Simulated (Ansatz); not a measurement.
# Al₂H₂ (triplet): from Hartree-Fock to the top rungs at distance Al1–Al2 = 3.701 Å, 6-31G

How much of the correlation energy of Al₂H₂ (triplet) does each wave-function method recover here?

Method: 6-31G, core rule «outside noble gas», up to 10 orbitals frozen; program: Ansatz 0.2.0, Gaussian basis.

Plan: UHF; CCSD(T) on ROHF; CCSD(T) on UHF; BCCD(T) on ROHF; CISD; CCSDT(Q) on ROHF; CCSDT(Q) on UHF; CISDTQ; CASSCF and MRCISD+Q, 4 electrons in 4 orbitals; CASSCF and NEVPT2, 4 electrons in 4 orbitals; CASSCF and MRCISD+Q, 8 electrons in 10 orbitals; CASSCF and NEVPT2, 8 electrons in 10 orbitals; Full CI.

20 further runs of the same task are left out: 16 that didn't finish, 4 set aside as unsound or not needed.

## 1. The geometry

The geometry derives from a PBE0/def2-TZVP stationary point (not a proven minimum). One bond is set to the value named and the two fragments are kept rigid.

4 atoms, charge 0, spin multiplicity 3.

Atoms are counted from 1 here; the program's logs count them from 0.

Bond lengths: Al1–H3 1.575 Å, Al2–H4 1.575 Å.

## 2. UHF

in.yaml

```yaml
crystal:
  periodic: [false, false, false]
  atoms:
    - {symbol: Al, position_ang: [0.000000, 0.000000, -1.850500]}
    - {symbol: Al, position_ang: [0.000000, 0.000000, 1.850500]}
    - {symbol: H, position_ang: [0.000000, 0.000000, -3.425043]}
    - {symbol: H, position_ang: [0.000000, 0.000000, 3.425043]}
basis:
  gaussian: {orbitals: 6-31G}
magnetization: {spin_polarized: true, initial_magnetization: 2}
hamiltonian: {xc: hf}
output: {orbitals: {seedname: orbitals}}
```

Run with:

```bash
ansatz run in.yaml --threads 1 --pin off --events-out ev --progress --plain --max-ram 2393MiB
```

Further steps of the session: CCSD(T) on ROHF; CCSD(T) on UHF; BCCD(T) on ROHF; CISD; CCSDT(Q) on ROHF; CCSDT(Q) on UHF; CISDTQ; CASSCF and MRCISD+Q, 4 electrons in 4 orbitals; CASSCF and NEVPT2, 4 electrons in 4 orbitals; CASSCF and MRCISD+Q, 8 electrons in 10 orbitals; CASSCF and NEVPT2, 8 electrons in 10 orbitals; Full CI.

Q: Predict the results of all the runs planned. Wanted: FCI from the RHF energy; RMP2 from FCI; UMP2 from FCI; RCCSD from FCI; RCCSD(T) from FCI; UCCSD(T) from FCI; RCCSDT(Q) from FCI; UCCSDT(Q) from FCI; NEVPT2 pair from FCI.

The runs gave:

```
                         quantity                                                                                          value
          FCI from the ROHF energy                                                                                     -2.3022 eV
                    RMP2 from FCI                                                                                +26.05 kcal/mol
                    UMP2 from FCI                                                                                +22.09 kcal/mol
                   RCCSD from FCI                                                                                 +4.37 kcal/mol
                RCCSD(T) from FCI                                                                                 +1.51 kcal/mol
                UCCSD(T) from FCI                                                                                 +2.54 kcal/mol
               RCCSDT(Q) from FCI                                                                                 +0.02 kcal/mol
               UCCSDT(Q) from FCI                                                                                 +0.04 kcal/mol
             NEVPT2 pair from FCI                                                                                +17.12 kcal/mol
           MRCISD+Q pair from FCI                                                                                 +0.35 kcal/mol
          NEVPT2 valence from FCI                                                                                 +4.84 kcal/mol
levels within 1 kcal/mol (43 meV)  RCCSDT, UCCSDT, CISDTQ, RCCSDT(Q), UCCSDT(Q), MRCISD+Q pair, MRCISD valence, MRCISD+Q valence
                    T1 diagnostic                                                                                          0.025
   effectively unpaired electrons                                                                                           2.20
```

What this shows: RCCSD(T) lands +1.51 kcal/mol from the yardstick (2.9 % of the correlation energy). CCSD(T) misses by +1.51 kcal/mol on the restricted determinant and by +2.54 kcal/mol on the unrestricted one; the two need not hold the same state or core. The occupations show some static correlation. Of the multireference levels listed MRCISD+Q valence comes nearest in total energy (+0.32 kcal/mol), which doesn't show that its space is the better one. Coupled cluster took another determinant than the lowest Hartree-Fock one. These misses are within one basis, not against nature; the frozen cores of restricted and unrestricted runs differ, which can shift their rows.

Levels on UHF freeze UHF's core orbitals, full CI those of ROHF, so the U rows can settle a little off it for that reason alone.

With open shells the CI space here admits some triples and quadruples, so it is larger than plain CISD.
